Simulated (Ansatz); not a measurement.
CH4BN, SMILES BC=N, a rigid scan of one bond angle

Program: the Python package of Ansatz (0.2.0).

The script, `bend.py`:
```python
import ansatz as az
from ase import Atoms

atoms = Atoms(['B', 'C', 'N', 'H', 'H', 'H', 'H'], positions=[
    (-0.86, 0.3047, -0.6015),
    (0.3214, 0.0944, 0.3091),
    (0.8489, -1.0556, 0.3222),
    (-1.2612, -0.5084, -1.295),
    (-1.4175, 1.4071, -0.6533),
    (0.7069, 0.9201, 0.9265),
    (1.7228, -1.2302, 0.9462),
])

first = (
    az.Crystal.molecule_from_ase(atoms).calculation()
    .basis(gaussian='cc-pVDZ')
    .functional('pbe0')
    .relax(force_tolerance=0.02, max_steps=80)
)
atoms.positions = first.run(threads=1).report['positions_ang']

rows = []
for angle in [85, 95, 105, 115, 125, 140, 160]:
    bent = atoms.copy()
    bent.set_angle(1, 2, 6, angle, indices=[6])
    setup = az.Crystal.molecule_from_ase(bent).calculation().basis(gaussian='cc-pVDZ').correlation('mp2')
    rows.append((angle, setup.run(threads=1).report['free_energy_ev']))
floor = min(e for _, e in rows)
for angle, e in rows:
    print(f'angle C1-N2-H6 = {angle:3d} deg   {1000 * (e - floor):9.1f} meV')
```

```console
$ python bend.py
angle C1-N2-H6 =  85 deg       590.9 meV
angle C1-N2-H6 =  95 deg       184.1 meV
angle C1-N2-H6 = 105 deg         0.0 meV
angle C1-N2-H6 = 115 deg         4.4 meV
angle C1-N2-H6 = 125 deg       161.1 meV
angle C1-N2-H6 = 140 deg       589.5 meV
angle C1-N2-H6 = 160 deg      1248.1 meV
```

Notes:
- The scan is rigid, and the energies are electronic, in a modest basis. The zero is the lowest point of the grid, which needn't be the minimum.
- The start is relaxed with a density functional and scanned with the wavefunction method, so it isn't exactly that method's minimum.
- The whole script took 16 s on 1 thread of Arm Neoverse V1, on a shared host, peak memory 0.2 GiB.
